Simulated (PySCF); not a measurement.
An unknown is described by computed data only.

Elements present: C and H. Monoisotopic mass: 84.0939 u.

| Item | Value |
| --- | --- |
| XPS | C1s 290.1 (×2), C1s 290.3 (×2), C1s 290.4 (×2) eV [ΔSCF SCAN, pcX-2 on the ionised atom, pcseg-1 elsewhere, spin-free X2C] |
| Couplings | largest of the computed one-bond spin–spin couplings (means over like bonds): 13C–1H +139.0 (×4), 13C–1H +138.1 (×2), 13C–1H +131.1 (×6), 13C–13C +37.8 (×2), 13C–13C +29.4 (×4) Hz [B3LYP/pcJ-1, spin–dipole term left out] |
| Polarisability | 71.8 au [PBE0/def2-SVPD] |
| UV, first state | lowest singlet excitation: 7.81 eV (159 nm, f = 0.001) [TDDFT PBE0/def2-SVPD] |
| Triplet | lowest triplet excitation (Tamm–Dancoff): 7.65 eV [TDA PBE0/def2-SVPD] |
| Rotational structure | rotational constants A, B, C: 7.810, 2.319, 2.117 GHz [PBE0-D3(BJ)/def2-SVP] |
| Dipole | 0.02 D [PBE0/def2-SVPD] |
| UV, strongest line | among the 10 lowest singlet transitions: S2 at 8.03 eV (154 nm, f = 0.087) [TDDFT PBE0/def2-SVPD] |
| 13C NMR | chemical shifts (computed TMS as zero) by class: 36.7 (2 C), 27.2 (2 C), 23.0 (2 C) ppm [GIAO PBE0/pcSseg-1] |

Electronic properties: PySCF, gas phase, density fitting. Levels stand in brackets. One conformer (not necessarily the lowest) at the PBE0-D3(BJ)/def2-SVP geometry, without solvent, vibrations or thermal averaging. Each NMR value is the plain mean over a class of atoms that symmetry, rotation or inversion makes alike.

Question: Which formula fits the mass and the elements?

Answer: C6H12 (calculated 84.0939). No other formula that holds each of these elements comes within 0.0003 u with a fitting electron parity and a possible valence count.

Question: What is the compound? Reason from the data.

Answer: Numbering: `[CH3:1][C@H:2]1[CH2:3][C@H:4]([CH3:5])[CH2:6]1`. Its formula, C6H12, gives 1 degree of unsaturation: 1 ring and 0 π bonds in the structure found. 6 carbons fall into 3 classes; from least to most shielded: four-membered-ring carbon [C3/C6] (36.7 ppm, 2 C), four-membered-ring carbon [C2/C4] (27.2 ppm, 2 C, up to 2.3 ppm apart in this geometry), methyl carbon [C1/C5] (23.0 ppm, 2 C). The couplings run between: +139.0 Hz, four-membered-ring carbon [C3] and its hydrogen (with 3 like pairs); +138.1 Hz, four-membered-ring carbon [C2] and its hydrogen (with 1 like pair); +131.1 Hz, methyl carbon [C1] and its hydrogen (with 5 like pairs); +37.8 Hz, methyl carbon [C1] and four-membered-ring carbon [C2] (with 1 like pair); +29.4 Hz, four-membered-ring carbon [C2] and four-membered-ring carbon [C3] (with 3 like pairs). The core levels belong to: C1s 290.1 eV, four-membered-ring carbon [C3/C6]; C1s 290.3 eV, four-membered-ring carbon [C2/C4]; C1s 290.4 eV, methyl carbon [C1/C5]. One atom of each topological class was ionised and stands for its class. The optimised geometry has point group Cs and is an asymmetric top. Structure: `C[C@H]1C[C@H](C)C1`. Computed isomers that give other values at the same levels: `C=C(C)CCC` (rotational constant A: 4.996 GHz; this holds for the one conformer computed); `C=C[C@H](C)CC` (core binding energies: C1s 290.0, C1s 290.3, C1s 290.4, C1s 290.4, C1s 290.4, C1s 290.5 eV); `CCCC1CC1` (rotational constant A: 10.457 GHz; this holds for the one conformer computed). The assignments are read from this structure; whether some other isomer fits the data as well wasn't checked.
